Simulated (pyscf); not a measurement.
Four-centre exchange: HO–SiH: (SMILES O[SiH]) [singlet] + HO–SiH₃ (SMILES O[SiH3]) → HO–SiH₂–O–SiH: (SMILES O[SiH2]O[SiH]) [singlet] + H₂ (SMILES [H][H])

Gas phase, singlet surface, charge 0. Bonds broken: O1–H3, Si6–H8. Bonds formed: O1–Si6, H3–H8. PySCF, gas phase, ωB97X-D3(BJ)/def2-SVP geometries.

Transition state (Å):

```xyz
10

O     -1.6439    -0.0678    -0.0350
Si    -2.7602    -0.1651     1.2547
H     -1.3979    -0.4422    -1.0457
H     -3.7167    -1.0896     0.4953
O      1.4840    -0.0570    -0.3259
Si     0.0257     0.7552    -0.3787
H      1.6687    -0.5608    -1.1267
H     -0.4669    -0.2706    -1.7487
H     -0.1505     1.9559    -1.2440
H      0.0401     1.3079     1.0148
```

One imaginary mode, 1167i cm⁻¹; descent along it reached the two sides named.

```csv
bond,change,reactant side (Å),saddle,product side
O1–H3,breaks,0.965,1.106,2.534
Si6–H8,breaks,1.494,1.781,3.7
O1–Si6,forms,2.8,1.893,1.673
H3–H8,forms,3.1,1.179,0.761
```

Electronic energies relative to the separated reactants (kcal/mol):

```json
[
 {"level": "ωB97X-D3(BJ)/def2-TZVP", "barrier": "31.6", "reaction energy": "-25.6", "reverse barrier": "57.2"},
 {"level": "PBE/def2-TZVP", "barrier": "28.1", "reaction energy": "-21.4", "reverse barrier": "49.5"},
 {"level": "r²SCAN/def2-TZVP", "barrier": "29.3", "reaction energy": "-24.7", "reverse barrier": "54.0"},
 {"level": "B3LYP-D3(BJ)/def2-TZVP", "barrier": "31.4", "reaction energy": "-24.9", "reverse barrier": "56.4"},
 {"level": "PBE0-D3(BJ)/def2-TZVP", "barrier": "29.6", "reaction energy": "-22.8", "reverse barrier": "52.4"},
 {"level": "M06-2X/def2-TZVP", "barrier": "31.9", "reaction energy": "-27.1", "reverse barrier": "59.0"},
 {"level": "ωB97M-D3(BJ)/def2-TZVP", "barrier": "31.8", "reaction energy": "-23.9", "reverse barrier": "55.7"},
 {"level": "HF/def2-TZVP", "barrier": "50.8", "reaction energy": "-22.6", "reverse barrier": "73.4"}
]
```

With ωB97M-D3(BJ)/def2-TZVP energies and thermal terms (ideal gas, 1 atm, RRHO with modes under 100 cm⁻¹ raised to 100, one conformer, R ln 2 for chiral ones without a mode under 150 cm⁻¹), in kcal/mol:

| T (K) | ΔH‡ | ΔG‡ | ΔH | ΔG |
|---|---|---|---|---|
| 298 | 30.3 | 42.1 | -26.4 | -23.4 |
| 600 | 30.5 | 54.1 | -25.2 | -20.9 |
| 900 | 31.1 | 65.7 | -24.3 | -19.0 |
| 1200 | 31.9 | 77.2 | -23.6 | -17.4 |

The same reactants have a lower exit, to HO–SiH(OH)–SiH₃ (barrier -0.7 kcal/mol at ωB97M-D3(BJ)/def2-TZVP, against +31.8 kcal/mol here). This is the saddle that the search found; another between the same sides may lie lower.
